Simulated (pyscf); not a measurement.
PySCF, gas phase, ωB97X-D3(BJ)/def2-SVP geometries.

Q: For O=W(=O)(F)–F + HCl → O=W(=O)(F)–Cl + HF, a four-centre exchange (singlet surface; F–W, Cl–H broken, Cl–W, F–H formed), PBE/def2-TZVP gives ΔE‡ = 0.31 eV and ΔE = +0.04 eV (zero: the separated reactants). In which direction and how far do B3LYP-D3(BJ)/def2-TZVP, M06-2X/def2-TZVP, ωB97M-D3(BJ)/def2-TZVP move these?

A: B3LYP-D3(BJ): ΔE‡ = 0.39 eV, ΔE = +0.01 eV; M06-2X: ΔE‡ = 0.37 eV, ΔE = -0.06 eV; ωB97M-D3(BJ): ΔE‡ = 0.45 eV, ΔE = +0.05 eV. PBE's barrier lies under all of them, by 0.06 to 0.14 eV. Its reaction energy matches one of them and lies within 0.11 eV of the others. On the reactant side the descent ends in a complex, 0.18 eV under the separated species and 0.42 eV under the saddle at ωB97X-D3(BJ)/def2-TZVP. On the product side the descent ends in a complex, 0.27 eV under the separated species and 0.64 eV under the saddle at ωB97X-D3(BJ)/def2-TZVP. At ωB97X-D3(BJ)/def2-TZVP the barrier from the zero used here is 0.24 eV. One saddle was located; it need not be the lowest between these sides. Elements past Kr carry the def2 core potentials, without spin-orbit coupling.
